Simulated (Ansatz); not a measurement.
`[BH]` + `[NH2][AlH][Cl]` → `[B]Cl` + `[NH2][AlH2]`  (redistribution)

Program: Ansatz. Geometries: PBE0-D4/def2-TZVP. ΔE: electronic, gas phase. CBS: MP2 limit from def2 TZ/QZ plus the TZ coupled-cluster correction, frozen cores. This one scheme is used for every species. Each species was taken in one conformer, which may not be the lowest.

```csv
species,MP2/CBS(def2) energy (Eh)
`[BH]`,-25.21289
`[NH2][AlH][Cl]`,-758.35700
`[B]Cl`,-484.46558
`[NH2][AlH2]`,-299.11085
```

(1) Work out ΔE.

Largest T1 diagnostic among the species: 0.016.

Answers

(1) ΔE = (-484.46558) + (-299.11085) − (-25.21289) − (-758.35700) = -0.00654 Eh = -17.2 kJ/mol. CCSD(T)/CBS gives -15.0 kJ/mol.

From r2SCAN to r2SCAN0 (25 % exact exchange), in def2-TZVPP and without D4, ΔE moves by +9.3 kJ/mol. Leaving LDA and LC-ωPBE aside and taking each functional with its dispersion term where it has one, the values, not all of them listed here, spread over 32.6 kJ/mol, from PBE-D4 to BHLYP-D4. LDA lies −9.1 kJ/mol from PBE without D4.
